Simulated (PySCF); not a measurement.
NO2, SMILES [O]N=O, multiplicity 2. Atoms are numbered in the order given.

```xyz
3

O      0.0000     1.0931     0.1396
N      0.0000     0.0000    -0.3192
O      0.0000    -1.0931     0.1396
```
Charge 0, spin multiplicity 2.

Geometry optimised at ωB97X-D3(BJ)/def2-TZVP. The isomer is the one that the SMILES or the coordinates give; other isomers of the formula were not compared.

All values below come from PBE0/pcH-1 (PySCF).

Unrestricted Kohn–Sham, ⟨S²⟩ = 0.754. Hyperfine tensors hold the contact and dipolar terms, without spin-orbit corrections.

Q: Estimate the hyperfine couplings. (Estimate from the structure and the level; the computed values follow.)

A: 
```csv
nucleus,A(iso) (MHz),A(iso) (G),dipolar principal values (MHz)
17O no. 1,-44.1,-15.7,"-116.1, 57.1, 59.0"
14N no. 2,145.8,52.0,"-23.0, -20.5, 43.5"
17O no. 3,-44.1,-15.7,"-116.1, 57.1, 59.0"
```

Q: And the g tensor (effective nuclear charges for spin-orbit coupling, GIAO)? (An estimate is asked for; the answer gives what the named calculation found.)

A: principal values 1.9896, 2.0016, 2.0062; isotropic 1.9992.
